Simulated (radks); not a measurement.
# P³⁺ in [Ne] 3s1 3d1: an all-electron calculation

The task here is to estimate one member of a computed series from the others.

Program: radks (a radial shooting solver on a logarithmic mesh, Libxc functionals) version 1. Level of theory: non-relativistic Kohn-Sham, LDA (Slater exchange, Perdew-Wang correlation), spin-unpolarised, spherical densities, point nucleus. These are calculated values, not measurements, unless marked.

## The atom as given

```
element       : phosphorus (Z = 15)
charge        : +3
electrons     : 12
configuration : [Ne] 3s1 3d1
```

Outer shells as boxes (Hund's rule):

P³⁺
```
[Ne] core
3s [↑ ]
3d [↑ ][  ][  ][  ][  ]
```

Set-up of the first run:

Input:

```text
Z 15
configuration [Ne] 3s1 3d1 3p0 4s0 4d0 4f0
relativity non-relativistic
functional lda,pw
spin unpolarised
nucleus point
```

Started as:

```
$ python run_ks.py task.json out
```

This one command runs every case of the session in turn.

Among the steps run: Self-consistent calculation.

One table of the session follows, with a row left open; its other results are not shown here.

It belongs to the step «Orbitals and density». From the orbitals of this run (lengths in bohr):

```
level     <r>  outermost maximum (interpolated)  90 % within  nodes
   1s  0.1043                            0.0682        0.186      0
   2s  0.5215                             0.421        0.819      1
   2p  0.4828                             0.353        0.807      0
   3s       ?                                 ?            ?      ?
   3p   1.814                              1.58         2.73      1
   3d   2.156                              1.79         3.36      0
   4s   3.652                              3.51         5.21      3
   4d   4.854                              4.76         7.11      1
   4f   4.574                              3.99         6.73      0
```

Estimate the missing values for 3s.

**Answer.** <r>: 1.657; outermost maximum (interpolated): 1.46; 90 % within: 2.46; nodes: 2. In the column «<r>» it lies between 2s (0.5215) and 3p (1.814).
